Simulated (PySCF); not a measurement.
Isomers of C4H6S, mass 86.019 u with the commonest isotopes. Method: PBE0-D3(BJ)/def2-SVP geometry optimisation, gas phase in PySCF 2.14.0. One conformer each, none proved a minimum here; rigid rotors.

Task: Order these by rotational constant C, largest first.
A. `[CH3:1][C:2]#[C:3][CH2:4][SH:5]` with C3–C4–S5–H 58°
B. `[CH2:1]=[CH:2][CH2:3][CH:4]=[S:5]` with C1–C2–C3–C4 110°, C2–C3–C4–S5 115°
C. `[CH:1]#[C:2][S:3][CH2:4][CH3:5]` with C2–S3–C4–C5 64°

Result: C (2164 MHz), B (1598 MHz), A (1380 MHz).

Task: Order these by rotational constant A, largest first.
A. `[CH3:1][C:2]#[C:3][CH2:4][SH:5]` with C3–C4–S5–H 58°
B. `[CH:1]#[C:2][S:3][CH2:4][CH3:5]` with C2–S3–C4–C5 64°
C. `[CH2:1]=[CH:2][CH2:3][CH:4]=[S:5]` with C1–C2–C3–C4 110°, C2–C3–C4–S5 115°

Result: C (18346 MHz), A (15309 MHz), B (6426 MHz).

Task: Order these by out-of-plane moment Σ m c² = (Ia + Ib − Ic)/2, smallest first.
A. `[CH2:1]=[CH:2][CH2:3][CH:4]=[S:5]` with C1–C2–C3–C4 110°, C2–C3–C4–S5 115°
B. `[CH3:1][C:2]#[C:3][CH2:4][SH:5]` with C3–C4–S5–H 58°
C. `[CH:1]#[C:2][S:3][CH2:4][CH3:5]` with C2–S3–C4–C5 64°

Result: B (4.37 u·Å²), C (9.78 u·Å²), A (12.40 u·Å²).

| SMILES | point group | Ia (u·Å²) | Ib (u·Å²) | Ic (u·Å²) | κ | μa (D) | μb (D) | μc (D) |
| --- | --- | --- | --- | --- | --- | --- | --- | --- |
| C=CCC=S | C1 | 27.55 | 313.54 | 316.29 | -1.00 | 2.13 | 0.48 | 0.42 |
| C#CSCC | C1 | 78.64 | 174.42 | 233.49 | -0.66 | 1.31 | 1.05 | 0.56 |
| CC#CCS | – | 33.01 | 341.91 | 366.19 | -0.99 | 1.58 | 0.32 | 0.77 |
